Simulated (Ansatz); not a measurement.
Born–Oppenheimer molecular dynamics of C$_{2}$HS (4 atoms, charge 0, multiplicity 2). It starts from a relaxed structure.

Method: UKS PBE0-D4/def2-SVP (Ansatz 0.2.0).

```json
{
 "ensemble": "NVE (velocity Verlet)",
 "time step": "2 fs",
 "steps asked": "40",
 "starting velocities drawn for": "1000 K",
 "seed": "314052"
}
```

First frame:

```xyz
4
Properties=species:S:1:pos:R:3
C -0.179 0.163 1.875
C -0.196 0.138 0.587
S -0.356 0.215 -1.040
H 0.731 -0.515 -1.422
```

(1) How far do the bonds stretch over the last three quarters of this one trajectory? (Pairs bonded in most of those frames.)

Results:

(1) 
```tsv
bond	mean (Å)	spread (Å)	shortest	longest
C1–C2	1.287	0.031	1.24	1.33
C2–S3	1.652	0.023	1.61	1.69
S3–H4	1.368	0.038	1.31	1.41
```

Mean temperature of the second half: 582 K. The conserved energy stayed within 5 meV per atom of its start (net change 1.1 meV per atom), so the integration is sound. A step of 2 fs is long for free X–H stretches (periods near 10 fs) and can bias their spread and the temperature. A run of 0.08 ps of so small a system gives no equilibrium averages.

Time of the run: 38 s on 1 thread of AMD EPYC 9R45 96-Core Processor (Zen 5), with other jobs on the host, peak memory 0.13 GiB.
